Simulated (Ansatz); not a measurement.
I need a composite energy at a relaxed geometry of N2. Use Ansatz 0.2.0, Python API. Use (for the species named): PBE0, def2-SVP basis, multiplicity 1, D4 dispersion.

The script reads `n2.xyz`:
```text
2

N     0.46917   -0.15152    0.24172
N    -0.46917    0.15152   -0.24172
```

`composite_n2.py`:
```python
import itertools

import ansatz
from ase.data import atomic_numbers, covalent_radii
import numpy as np

BASIS = 'def2-SVP'
XC = 'pbe0'
VDW = 'd4'

molecule = ansatz.Crystal.molecule_from_extxyz('n2.xyz')

setup = (
    molecule.calculation()
    .basis(gaussian=BASIS)
    .functional(XC, dispersion=VDW)
)
symbols = [site.symbol for site in molecule.cartesian_sites]
start = np.array([site.position_ang for site in molecule.cartesian_sites], dtype=float)
data = setup.relax(force_tolerance=0.01).run(threads=1, backend='cpu').report
end = np.array(data['positions_ang'])
radius = [covalent_radii[atomic_numbers[s]] for s in symbols]
span = lambda where, i, j: np.linalg.norm(where[i] - where[j])
bonded = [(i, j) for i, j in itertools.combinations(range(len(symbols)), 2) if min(span(start, i, j), span(end, i, j)) < 1.2 * (radius[i] + radius[j])]
print('pair        before    after (A)')
for i, j in bonded:
    print(f'{symbols[i]}{i}-{symbols[j]}{j}'.ljust(10), f'{span(start, i, j):8.4f} {span(end, i, j):8.4f}')

minimum = ansatz.Crystal.molecule()
for symbol, place in zip(symbols, end):
    minimum = minimum.atom(symbol, place.tolist())
at_minimum = minimum.calculation()
level = lambda method, basis: at_minimum.basis(gaussian=basis).correlation(method).run(threads=1, backend='cpu').report
small, large, cluster = level('mp2', 'cc-pVDZ'), level('mp2', 'cc-pVTZ'), level('ccsd_t', 'cc-pVDZ')
corr = lambda each: (each['free_energy_ev'] - each['reference_energy_ev']) / 27.211386246
mp2_limit = (27 * corr(large) - 8 * corr(small)) / 19
pieces = {'HF / cc-pVTZ': large['reference_energy_ev'] / 27.211386246, 'MP2 correlation, DZ-TZ limit': mp2_limit, 'CCSD(T) - MP2 / cc-pVDZ': corr(cluster) - corr(small)}
for name, value in pieces.items():
    print(f'{name:32s} {value:14.6f} Ha')
print(f'{"sum":32s} {sum(pieces.values()):14.6f} Ha')
print('T1 diagnostic', round(cluster['correlation']['coupled_cluster']['t1_diagnostic'], 4))
```

Output of `python composite_n2.py`:
```text
pair        before    after (A)
N0-N1        1.0982   1.0978
HF / cc-pVTZ                        -108.983459 Ha
MP2 correlation, DZ-TZ limit          -0.402068 Ha
CCSD(T) - MP2 / cc-pVDZ               -0.014825 Ha
sum                                 -109.400353 Ha
T1 diagnostic 0.0117
```

Caveats:
- Total energies depend on the basis set; only differences at equal settings carry meaning.
- The sum leaves out core correlation, relativity, the Hartree-Fock basis error and zero-point energy; a DZ-TZ extrapolation is rough.
- Inner cores stay frozen, so this is valence correlation.
- Run time: 1.9 s on 1 thread of Intel(R) Xeon(R) Platinum 8488C (Sapphire Rapids) (shared host), peak memory 0.17 GiB.
